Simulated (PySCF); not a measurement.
Computed with B3LYP-D3(BJ)/def2-TZVP // PBE0-D3(BJ)/def2-SVP (PySCF 2.14.0). Gas-phase values, no solvent. B3LYP has the VWN-RPA correlation part, as in Gaussian. 

Reference species (SMILES): `N` (neutral, multiplicity 1).

* **HOMO–LUMO gap**: 8.03 eV
* **HOMO**: -7.44 eV

Changed species: `CO` (free base CH3OH; the reference has free base NH3).

Question: Predict the effect on the HOMO–LUMO gap and HOMO.

Answer: the HOMO–LUMO gap rises by 0.30 eV, to 8.33 eV; the HOMO falls by 0.21 eV, to -7.65 eV.
